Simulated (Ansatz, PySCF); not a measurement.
Potential energy curve for SMILES CC (C2H6). The C1–C5 bond (C1 also carries H, H, H; C5 carries H, H, H) is varied alone, starting from the PBE0/def2-TZVP optimised geometry.

Computed with: UHF/cc-pVTZ (Ansatz, a program for electronic structure); RHF/cc-pVTZ (Ansatz); UKS-PBE = unrestricted PBE/cc-pVTZ in Ansatz; RKS-PBE = restricted PBE/cc-pVTZ in Ansatz; UKS-CAM-B3LYP = Ansatz with unrestricted CAM-B3LYP/cc-pVTZ; RKS-CAM-B3LYP = restricted CAM-B3LYP/cc-pVTZ in Ansatz; UKS-B3LYP/6-31G* = PySCF 2.14.0 with unrestricted B3LYP/6-31G*, spherical d; RKS-B3LYP/6-31G* = restricted B3LYP/6-31G*, spherical d in PySCF; UKS-B3LYP/6-311+G** = unrestricted B3LYP/6-311+G**, spherical d (PySCF); RKS-B3LYP/6-311+G** = PySCF with restricted B3LYP/6-311+G**, spherical d; UKS-LDA (SVWN5)/6-31G* = unrestricted LDA (SVWN5)/6-31G*, spherical d in PySCF 2.14.0; RKS-LDA (SVWN5)/6-31G* = restricted LDA (SVWN5)/6-31G*, spherical d in PySCF.

Scanned distances (Å): 1.20, 1.31, 1.35, 1.41, 1.46, 1.52, 1.55, 1.58, 1.65, 1.74, 1.88, 2.06, 2.29, 2.50, 2.74, 3.05, 3.37, 3.67, 4.09, 4.57, 5.39.

### Question
Where does the unrestricted solution first break spin symmetry (<S²> of 0.01 or more)?

### Answer
UHF: between 2.06 and 2.29 Å; UKS-PBE: between 2.50 and 2.74 Å; UKS-CAM-B3LYP: between 2.29 and 2.50 Å; UKS-B3LYP/6-31G*: between 2.50 and 2.74 Å; UKS-B3LYP/6-311+G**: between 2.50 and 2.74 Å; UKS-LDA (SVWN5)/6-31G*: between 2.74 and 3.05 Å.

| R / Å | <S²> UHF | E(RHF) − E(UHF) / mEh | <S²> UKS-PBE | E(RKS-PBE) − E(UKS-PBE) / mEh | <S²> UKS-CAM-B3LYP | E(RKS-CAM-B3LYP) − E(UKS-CAM-B3LYP) / mEh | <S²> UKS-B3LYP/6-31G* | E(RKS-B3LYP/6-31G*) − E(UKS-B3LYP/6-31G*) / mEh | <S²> UKS-B3LYP/6-311+G** | E(RKS-B3LYP/6-311+G**) − E(UKS-B3LYP/6-311+G**) / mEh | <S²> UKS-LDA (SVWN5)/6-31G* | E(RKS-LDA (SVWN5)/6-31G*) − E(UKS-LDA (SVWN5)/6-31G*) / mEh |
|---|---|---|---|---|---|---|---|---|---|---|---|---|
| 1.20 | 0.00 | 0.0 | 0.00 | 0.0 | 0.00 | 0.0 | 0.00 | 0.0 | 0.00 | 0.0 | 0.00 | 0.0 |
| 1.31 | 0.00 | 0.0 | 0.00 | 0.0 | 0.00 | 0.0 | 0.00 | 0.0 | 0.00 | 0.0 | 0.00 | 0.0 |
| 1.35 | 0.00 | 0.0 | 0.00 | 0.0 | 0.00 | 0.0 | 0.00 | 0.0 | 0.00 | 0.0 | 0.00 | 0.0 |
| 1.41 | 0.00 | 0.0 | 0.00 | 0.0 | 0.00 | 0.0 | 0.00 | 0.0 | 0.00 | 0.0 | 0.00 | 0.0 |
| 1.46 | 0.00 | 0.0 | 0.00 | 0.0 | 0.00 | 0.0 | 0.00 | 0.0 | 0.00 | 0.0 | 0.00 | 0.0 |
| 1.52 | 0.00 | 0.0 | 0.00 | 0.0 | 0.00 | 0.0 | 0.00 | 0.0 | 0.00 | 0.0 | 0.00 | 0.0 |
| 1.55 | 0.00 | 0.0 | 0.00 | 0.0 | 0.00 | 0.0 | 0.00 | 0.0 | 0.00 | 0.0 | 0.00 | 0.0 |
| 1.58 | 0.00 | 0.0 | 0.00 | 0.0 | 0.00 | 0.0 | 0.00 | 0.0 | 0.00 | 0.0 | 0.00 | 0.0 |
| 1.65 | 0.00 | 0.0 | 0.00 | 0.0 | 0.00 | 0.0 | 0.00 | 0.0 | 0.00 | 0.0 | 0.00 | 0.0 |
| 1.74 | 0.00 | 0.0 | 0.00 | 0.0 | 0.00 | 0.0 | 0.00 | 0.0 | 0.00 | 0.0 | 0.00 | 0.0 |
| 1.88 | 0.00 | 0.0 | 0.00 | 0.0 | 0.00 | 0.0 | 0.00 | 0.0 | 0.00 | 0.0 | 0.00 | 0.0 |
| 2.06 | 0.00 | 0.0 | 0.00 | 0.0 | 0.00 | 0.0 | 0.00 | 0.0 | 0.00 | 0.0 | 0.00 | 0.0 |
| 2.29 | 0.45 | 9.2 | 0.00 | 0.0 | 0.00 | 0.0 | 0.00 | 0.0 | 0.00 | 0.0 | 0.00 | 0.0 |
| 2.50 | 0.71 | 30.5 | 0.00 | 0.0 | 0.15 | 0.5 | 0.00 | 0.0 | 0.00 | 0.0 | 0.00 | 0.0 |
| 2.74 | 0.87 | 58.0 | 0.04 | 0.0 | 0.57 | 10.0 | 0.45 | 4.8 | 0.41 | 3.7 | 0.00 | 0.0 |
| 3.05 | 0.95 | 91.3 | 0.60 | 6.5 | 0.82 | 29.0 | 0.77 | 19.4 | 0.74 | 16.7 | 0.32 | 1.2 |
| 3.37 | 0.99 | 120.4 | 0.83 | 17.2 | 0.93 | 48.5 | 0.91 | 35.2 | 0.89 | 31.1 | 0.71 | 8.6 |
| 3.67 | 1.01 | 142.7 | 0.93 | 26.2 | 0.97 | 64.1 | 0.96 | 48.1 | 0.95 | 42.6 | 0.87 | 16.8 |
| 4.09 | 1.01 | 167.4 | 0.98 | 35.7 | 0.99 | 81.4 | 0.99 | 62.1 | 0.99 | 54.6 | 0.97 | 26.8 |
| 4.57 | 1.02 | 188.5 | 1.00 | 42.6 | 1.00 | 95.7 | 0.00 | — | 0.00 | — | 1.00 | 34.5 |
| 5.39 | 1.02 | 211.8 | 1.01 | 48.4 | 1.00 | 110.9 | 0.00 | — | 0.00 | — | 1.00 | 40.0 |

A dash means that the run gave no value there, or that the column was ended at a point which the program doubted or which failed a test of continuity chosen for this set; such a test can also cut sound points.
